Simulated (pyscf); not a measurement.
Thermochemistry of product channels of O=SiH₂ + F• on the doublet surface, in kcal/mol, from ωB97M-D3(BJ)/def2-TZVP energies (ideal gas, 1 atm, RRHO with modes under 100 cm⁻¹ raised to 100, one conformer, R ln 2 for rigid chiral ones). Structures and frequencies: ωB97X-D3(BJ)/def2-SVP in PySCF.

| products | ΔE | ΔH(298 K) | ΔG(900 K) | ΔG(1200 K) |
|---|---|---|---|---|
| [O=SiH]• + HF | -49.5 | -49.5 | -55.8 | -57.6 |
| O=Si: [singlet] + HF + H• | -26.7 | -29.1 | -54.5 | -63.1 |
| [O=Si–F]• + H₂ | -78.9 | -80.3 | -83.1 | -84.1 |
| HO–SiH•–F | -119.2 | -116.4 | -95.0 | -87.9 |
| •O–SiH₂–F | -95.9 | -95.0 | -71.4 | -63.6 |
| O [triplet] + F–SiH₂• | +22.2 | +21.5 | +17.8 | +16.5 |

These are energies of the channels, which say nothing of barriers. Left out: orbital degeneracy and the spin-orbit lowering of F, O.
